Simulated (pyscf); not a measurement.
CH₄ + HS–Zn–SeH → H₃C–Zn–SH + H₂Se, a four-centre exchange (singlet surface; C–H, Se–Zn broken, C–Zn, H–Se formed). Structures and frequencies: ωB97X-D3(BJ)/def2-SVP in PySCF. Energies in kcal/mol from the separated reactants.

AM1 to PM7: differences of heats of formation from MOPAC. 

Problem. Quick AM1 single points give ΔE‡ = 25.8 kcal/mol and ΔE = +16.1 kcal/mol. What does ωB97M-D3(BJ)/def2-TZVP give, and how far is the quick result from it?

Solution. ωB97M-D3(BJ)/def2-TZVP gives ΔE‡ = 48.7 kcal/mol and ΔE = +30.4 kcal/mol. AM1 lies 22.9 kcal/mol under it in the barrier and 14.4 kcal/mol under it in the reaction energy, so on this step it does not hold to within 3.0 kcal/mol. ωB97M-D3(BJ)/def2-TZVP has limits of its own. On the product side the descent ends in an adduct with a Se–Zn contact, 7.2 kcal/mol under the separated species and 21.4 kcal/mol under the saddle at ωB97X-D3(BJ)/def2-TZVP. What is counted as broken (Se–Zn) persists as a longer contact in the product adduct; parting that adduct is a step of its own. This is the saddle that the search found; another between the same sides may lie lower. In the def2 sets elements up to Kr have no core potential.
